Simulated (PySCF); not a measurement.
# Working out the ionisation energy of C

C [He] 2s2 2p2 (3P) → C⁺ [He] 2s2 2p1 (2P). All numbers are calculated (PySCF 2.14, the spin-free X2C one-electron Hamiltonian (Gaussian nucleus), in aug-cc-pVQZ-DK (6s5p4d3f2g, 80 functions)). Frozen: 1s2. Energies in hartree (1 hartree = 27.21139 eV):

```json
{"part": "UHF", "C (lower)": "-37.708319", "C⁺ (upper)": "-37.311622"}
{"part": "CCSD correlation", "C (lower)": "-0.091130", "C⁺ (upper)": "-0.077231"}
{"part": "(T)", "C (lower)": "-0.002402", "C⁺ (upper)": "-0.001272"}
```

**Question.** What does Hartree-Fock give?

**Answer.** (-37.311622) − (-37.708319) = 0.396697 hartree = 10.795 eV.

**Question.** What do CCSD and CCSD(T) give?

**Answer.** The CCSD correlation energies differ by 0.013899 hartree = 0.378 eV and the triples by 0.001130 hartree = 0.031 eV, so CCSD gives 11.173 eV and CCSD(T) 11.204 eV.

Measured between the centres of the two terms (NIST): 11.262 eV, so CCSD(T) (valence) is off by -0.058 eV.

What remains against the reference includes basis incompleteness, the frozen core and higher excitations.
